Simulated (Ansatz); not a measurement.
Process, species as SMILES: ClO (OH-Cl) → HClO+ (doublet, bonded as ClO) + e-
B3LYP-D3(BJ)/def2-TZVP geometries, fixed; electronic energies without zero-point terms.
Largest species:
```
O
H 1 0.9686
Cl 1 1.7015 2 103.27
```

Basis-set convergence of the adiabatic ionisation energy at r2SCAN with Ansatz (a quantum-chemistry and plane-wave program). Cartesian d functions, on some or all atoms, in 6-31G*, 6-31+G*, 6-311+G**; all else is spherical. The program fits the integrals of some runs and decomposes those of others, by size. Open shells are unrestricted. No added dispersion term, no relativity. Functions are those of the species that has most. Reference: the value in pcseg-4, 10.825 eV, itself unsure by roughly 0.004 eV (its mean distance from aug-pcseg-3, aug-cc-pV(Q+d)Z, cc-pV(5+d)Z). Deviations are taken from unrounded values.

```tsv
basis	functions	adiabatic ionisation energy (eV)	minus reference (eV)
3-21G	24	11.171	0.346
pcseg-0	24	11.614	0.789
def2-SV(P)	34	10.905	0.080
6-31G*	36	10.839	0.014
pcseg-1	37	11.050	0.225
cc-pV(D+d)Z	42	10.828	0.004
6-31+G*	44	10.974	0.149
6-311+G**	59	11.026	0.201
def2-TZVP	74	10.815	-0.010
cc-pV(T+d)Z	83	10.798	-0.027
def2-TZVPD	95	10.840	0.015
6-311++G(3df,3pd)	104	10.852	0.027
def2-TZVPPD	108	10.844	0.019
aug-cc-pV(T+d)Z	124	10.842	0.017
pcseg-3	157	10.828	0.003
aug-cc-pV(Q+d)Z	215	10.830	0.005
cc-pV(5+d)Z	246	10.821	-0.004
pcseg-4	267	10.825	0.000
```

The smallest set listed that lies within 0.1 eV of the reference with all its larger relatives (same family, alike in diffuse functions; a set with none counts only in the reference's own line) is def2-SV(P) (34 functions, 0.080 eV off). Inside the window by cancellation, since a larger relative falls out: 6-31G*. Inside, with no larger relative to test it: 6-311++G(3df,3pd). (Relatives not listed, tested too: def2-SVP 0.072, 6-31G** 0.018, 6-311G** 0.118, def2-TZVPP -0.004, cc-pV(Q+d)Z -0.016, def2-QZVP -0.004, def2-QZVPP -0.004, def2-QZVPPD 0.004 eV.)
